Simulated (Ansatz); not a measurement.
A nudged elastic band was laid between two geometries of CH₆OSi (9 atoms, charge 0, multiplicity 1).

Method: RKS LDA/cc-pVDZ in Ansatz.

- movable images: 9
- climbing image: yes
- spring: 5.0 eV/Å²
- optimiser: quadratic models (default)
- start path: through a guess of the saddle point
- force threshold: 0.03 eV/Å
- iteration limit: 60
- end points: relaxed

Image 0:

```xyz
9
Properties=species:S:1:pos:R:3
Si 0.382 0.019 -0.018
O 0.784 -0.269 1.592
C -0.250 -0.396 2.533
H -0.946 -1.238 2.290
H 0.201 -0.602 3.529
H -0.863 0.536 2.619
H 1.692 0.096 -0.753
H -0.391 1.316 -0.153
H -0.478 -1.106 -0.561
```

Image 10:

```xyz
9
Properties=species:S:1:pos:R:3
Si 0.182 0.314 -0.624
O 0.880 -0.002 1.222
C -0.040 -0.386 2.247
H -0.568 -1.327 1.972
H 0.493 -0.484 3.218
H -0.782 0.436 2.298
H 1.602 -0.661 1.136
H -0.811 1.328 0.008
H -0.826 -0.861 -0.398
```

What changes between the two ends?

Bonds broken: Si1–H7. Bonds formed: O2–H7.

Give the energies along the band, and the barrier.

The forces met the threshold. The highest image is number 6 of 0 to 10, 242.2 kJ/mol above the first end and 62.9 kJ/mol above the last; the last end lies 179.3 kJ/mol above the first. The profile has 2 maxima (images 1, 6) with wells between them (image 3): this band takes more than one step, which may be the mechanism or a detour left from its start path. Neighbouring images differ by up to 2.1 eV, so the band resolves the path poorly. A vibrational analysis at the climbing image gives one clearly imaginary mode, 1185i cm⁻¹: a first-order saddle point. The orbitals stay closed-shell, which can raise the energy where a bond breaks towards radicals; this wasn't checked here.

| image | path coordinate (Å) | energy (kJ/mol) | Si1–H7 (Å) | O2–H7 (Å) |
| --- | --- | --- | --- | --- |
| 0 | 0.00 | 0.0 | 1.50 | 2.54 |
| 1 | 0.93 | 4.1 | 1.51 | 2.56 |
| 2 | 1.85 | 3.4 | 1.51 | 2.66 |
| 3 | 2.78 | 1.7 | 1.52 | 2.64 |
| 4 | 3.71 | 3.6 | 1.52 | 2.64 |
| 5 | 4.63 | 41.8 | 1.49 | 2.26 |
| 6 | 5.56 | 242.2 | 1.63 | 1.30 |
| 7 | 6.13 | 193.2 | 2.15 | 1.00 |
| 8 | 6.69 | 184.1 | 2.42 | 0.98 |
| 9 | 7.26 | 180.7 | 2.46 | 0.98 |
| 10 | 7.83 | 179.3 | 2.46 | 0.98 |

What is the geometry of the highest image?


```xyz
9
Properties=species:S:1:pos:R:3:forces:R:3
Si 0.141 -0.002 -0.356 0.00 0.00 0.00
O 0.685 0.321 1.457 0.00 0.00 0.00
C -0.030 -0.452 2.400 0.00 0.00 0.00
H -0.107 -1.524 2.088 0.00 0.00 0.00
H 0.488 -0.401 3.382 0.00 0.00 0.00
H -1.067 -0.053 2.500 0.00 0.00 0.00
H 1.365 -0.429 0.639 0.00 0.00 0.00
H -0.064 1.410 -0.893 0.00 0.00 0.00
H -1.282 -0.513 -0.139 0.00 0.00 0.00
```

Run time: 110 s on 2 threads of Arm Neoverse V2 (shared host), peak memory 0.11 GiB.
